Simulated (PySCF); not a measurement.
Gas-phase reaction: 2 C4H6 (butadiene) = 3 C2H2 (acetylene) + 2 CH3

Energies from PySCF (xtb for GFN2), thermal terms from the rigid-rotor harmonic-oscillator model, ideal gas at 1 bar. The comparison is the NASA 1993 polynomial table, which mixes measured and estimated data. † marks an energy on the PBE0/def2-TZVP geometry and frequencies; other levels use their own. MP2 freezes the core. 6-31G* has spherical d functions here. Open shells (unrestricted): CH3 (multiplicity 2); the rest are closed-shell singlets. GFN2 has no spin-polarisation term. MP2 isn't extrapolated to the basis-set limit.

Levels: a) GFN2-xTB; b) BLYP/def2-TZVP†; c) MP2/def2-SVP†; d) HF/def2-TZVP†; e) HF/6-31G*.

**Question.** Order the levels by the distance of their ΔH°(298 K) from the table for this reaction, closest first.

**Answer.** c (+7 kJ), b (-44 kJ), e (-118 kJ), a (+133 kJ), d (-158 kJ)

The table gives 758 kJ. The order holds for this reaction alone, and for the 1993 entries, some of which have been revised since.
